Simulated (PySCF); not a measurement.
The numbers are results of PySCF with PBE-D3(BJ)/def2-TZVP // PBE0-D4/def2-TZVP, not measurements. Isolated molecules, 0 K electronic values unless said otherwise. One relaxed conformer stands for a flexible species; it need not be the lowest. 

Reference species (SMILES): `C#C[CH2]` (neutral, multiplicity 2).

| Quantity | Value |
|---|---|
| highest occupied spin orbital | -5.10 eV |

Changed species: `[CH2]C=O` (radical fragment; the reference has radical fragment).

Task: Predict the effect on the highest occupied spin orbital.

Result: the highest occupied spin orbital drops by 0.82 eV, to -5.92 eV.
